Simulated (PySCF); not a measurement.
PySCF input for trimethylamine (C3H9N), SMILES N(C)(C)C, HF/pcSseg-1. Geometry optimised at PBE0-D3(BJ)/def2-SVP.

```python
import numpy as np
from pyscf import gto, scf, dft
from pyscf.prop.nmr import rhf as nmr

mol = gto.M(
    atom='''
    C    -1.19630550   -0.69068730   -0.05542686
    N    -0.00000000   -0.00000000    0.34543963
    C     0.00000000    1.38137460   -0.05542686
    C     1.19630549   -0.69068730   -0.05542686
    H    -1.31789340   -0.76088609   -1.16222526
    H    -2.08429489   -0.17650010    0.34438030
    H    -1.19500103   -1.71680226    0.34438030
    H     0.00000000    1.52177221   -1.16222526
    H     0.88929387    1.89330237    0.34438030
    H    -0.88929385    1.89330238    0.34438030
    H     1.31789338   -0.76088611   -1.16222526
    H     2.08429489   -0.17650012    0.34438030
    H     1.19500102   -1.71680227    0.34438030
    ''',
    basis='pcSseg-1',
    charge=0,
    spin=0,
    max_memory=1600,
    verbose=3,
)
mf = scf.RHF(mol)
mf.conv_tol = 1e-10
mf.max_cycle = 100
mf.kernel()
n = nmr.NMR(mf)
n.verbose = 2
n.max_cycle_cphf = 60
sigma = n.kernel()
print('atom   isotropic/ppm   span/ppm')
for i, s in enumerate(sigma):
    w = np.linalg.eigvalsh((s + s.T) / 2)
    print(f'{mol.atom_symbol(i):2s}{i + 1:3d} {w.mean():14.3f} {w[2] - w[0]:11.3f}')
```

It prints:

```
converged SCF energy = -173.241216152819
atom   isotropic/ppm   span/ppm
C   1        148.190      61.225
N   2        256.353      56.918
C   3        148.190      61.225
C   4        148.190      61.225
H   5         30.183       9.209
H   6         29.544      11.345
H   7         29.544      11.345
H   8         30.183       9.209
H   9         29.544      11.345
H  10         29.544      11.345
H  11         30.183       9.209
H  12         29.544      11.345
H  13         29.544      11.345
```

The calculation finished and met its thresholds.
